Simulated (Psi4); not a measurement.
Pair of molecules: H2O (SMILES O) (first 3 atoms) with CH4O (SMILES CO); geometry from S66by8 set.
(charge 0, multiplicity 1):
```csv
atom,x (Å),y (Å),z (Å)
O,-2.3241,0.0820,0.1013
H,-2.7407,0.8809,0.4271
H,-1.3950,0.1928,0.3423
O,1.0509,0.1745,0.5282
H,1.4188,-0.3976,1.2058
C,1.5159,-0.2971,-0.7339
H,1.0851,0.3540,-1.4870
H,2.6018,-0.2463,-0.8082
H,1.1875,-1.3170,-0.9330
```

All values below come from Psi4 with SAPT0/jun-cc-pV(D+d)Z.

Question: Give the four SAPT terms and the total, and say what mostly holds the pair together.

Answer: electrostatics -4.22, exchange 1.14, induction -0.52, dispersion -0.59, total -4.19 kcal/mol; the largest attraction is electrostatics.
